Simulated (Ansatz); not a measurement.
Elastic constant C44 (GPa) along a series of related solids, from RPBE (Ansatz, an electronic-structure program, PAW).

| solid | RPBE |
|---|---|
| zinc-blende BP | 180 |
| zinc-blende AlP | 60.0 |
| zinc-blende GaP | 62.2 |
| zinc-blende InP | 40.1 |

A member of the series is missing where a level wasn't run or failed, where a doubt is noted on the run or the magnetic state, for phases of high temperature or layered ones, and where values are held back for tests.

Spin–orbit coupling is left out, also for the solids with elements from indium on (zinc-blende InP); its size isn't shown.

Each level is taken at its own relaxed cell. Ansatz's density-functional and Hartree–Fock values are scalar-relativistic unless marked +SOC, with PAW data made under PBE.
